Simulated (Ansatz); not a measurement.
Si₂Sb: from a trial structure to a relaxed crystal

Computed with Ansatz, DFT r2SCAN, scalar-relativistic, plane waves, PAW. Cutoff 500 eV, Γ-centred k mesh, Gaussian smearing, no spin polarisation in the final step.

Si₂Sb was placed on the anti-fluorite structure type (Fm-3m, No. 225), with Sb in place of Ca, Si in place of F, at a guessed volume.

```yaml
crystal:
  lattice:
    - [0.00000, 3.04437, 3.04437]
    - [3.04437, 0.00000, 3.04437]
    - [3.04437, 3.04437, 0.00000]
  atoms:
    - { symbol: Si, position: [0.25000, 0.25000, 0.25000] }
    - { symbol: Si, position: [0.75000, 0.75000, 0.75000] }
    - { symbol: Sb, position: [0.00000, 0.00000, 0.00000] }
```

Cell and atoms relax at zero pressure; the relaxation can't lower the symmetry of the start. After a coarse first stage the cell is made exact in the group found at 0.06 Å.

Energies over the elements count from the elements' standard structures at the same level, with no empirical corrections.

Task: Which crystal results?

Result: It keeps Fm-3m (No. 225). The result has the fluorite structure. Conventional cell: a = 6.569 Å. Si has 4 Sb at 2.84 Å and 6 Si at 3.28 Å; around Sb lie 8 Si at 2.84 Å.

```cif
data_structure
_symmetry_space_group_name_H-M 'Fm-3m'
_symmetry_Int_Tables_number 225
_cell_length_a 6.5693
_cell_length_b 6.5693
_cell_length_c 6.5693
_cell_angle_alpha 90.000
_cell_angle_beta 90.000
_cell_angle_gamma 90.000
_cell_volume 283.51
loop_
_atom_site_label
_atom_site_type_symbol
_atom_site_symmetry_multiplicity
_atom_site_Wyckoff_symbol
_atom_site_fract_x
_atom_site_fract_y
_atom_site_fract_z
_atom_site_occupancy
Si1 Si 8 c 0.25000 0.75000 0.75000 1
Sb1 Sb 4 a 0.00000 0.00000 0.00000 1
```

Task: What are its volume, energy, density and gap?

Result: The volume per atom is 23.63 Å³ and the density is 4.17 g/cm³. The energy over the elements is 0.97 eV/atom and the gap on the 12×12×12 mesh is 0 eV (a metal).

The final run used a 12×12×12 mesh on its 3-atom cell and 0.10 eV smearing. The k mesh leaves about 4 meV/atom of noise in metals. Spin–orbit coupling is left out. A structure relaxed within its symmetry needn't be a true minimum. The steps took about 30 core-seconds in all.

Cost: 3 runs of about 0.53 core-minutes in all, on Intel Xeon 6975P-C (Granite Rapids) (shared hosts).